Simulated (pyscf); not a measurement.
## Four-centre exchange: H₃Si–SiH₃ (SMILES [SiH3][SiH3]) + HF (SMILES F) -> F–SiH₂–SiH₃ (SMILES F[SiH2][SiH3]) + H₂ (SMILES [H][H])

Gas phase, singlet surface, charge 0. Bonds broken: Si1–H3, F9–H10. Bonds formed: Si1–F9, H3–H10. Single points on ωB97X-D3(BJ)/def2-SVP structures (PySCF, gas phase).

Transition state (Å):

```xyz
10

Si    -1.0075    -0.5430     0.3545
Si     0.4566     1.0696    -0.4619
H     -2.1793    -1.2303    -0.7232
H     -1.4119    -0.5720     1.7815
H     -0.3373    -1.8750     0.1468
H      0.1811     2.3871     0.1737
H      1.8789     0.6804    -0.2307
H      0.2231     1.1782    -1.9320
F     -2.4277     0.7506    -0.0610
H     -2.5352    -0.3547    -0.6056
```

One imaginary mode, 1177i cm⁻¹; descent along it reached the two sides named.

```
bond    change  reactant side (Å)  saddle  product side
------  ------  -----------------  ------  ------------
Si1–H3  breaks              1.499   1.734           3.8
F9–H10  breaks              0.926   1.237         2.359
Si1–F9   forms                3.0   1.965         1.639
H3–H10   forms              2.230   0.952         0.762
```

Electronic energies relative to the separated reactants (kcal/mol):

| level | barrier | reaction energy | reverse barrier |
|---|---|---|---|
| ωB97X-D3(BJ)/def2-TZVP | 31.5 | -24.3 | 55.8 |
| PBE/def2-TZVP | 25.5 | -23.0 | 48.5 |
| r²SCAN/def2-TZVP | 27.4 | -25.5 | 52.8 |
| B3LYP-D3(BJ)/def2-TZVP | 30.6 | -25.1 | 55.7 |
| PBE0-D3(BJ)/def2-TZVP | 29.8 | -22.1 | 51.9 |
| M06-2X/def2-TZVP | 32.7 | -26.4 | 59.0 |
| ωB97M-D3(BJ)/def2-TZVP | 31.1 | -24.1 | 55.1 |
| HF/def2-TZVP | 50.4 | -24.0 | 74.4 |

With ωB97M-D3(BJ)/def2-TZVP energies and thermal terms (ideal gas, 1 atm, RRHO with modes under 100 cm⁻¹ raised to 100, one conformer, R ln 2 for chiral ones without a mode under 150 cm⁻¹), in kcal/mol:

```
T (K)   ΔH‡   ΔG‡     ΔH     ΔG
-----  ----  ----  -----  -----
298    30.0  38.8  -26.1  -25.7
600    29.6  47.8  -25.6  -25.5
900    29.7  57.0  -25.2  -25.5
1200   30.1  66.0  -24.9  -25.6
```

At the saddle there is also a short H–Si contact that neither side keeps. One saddle was located; it need not be the lowest between these sides.
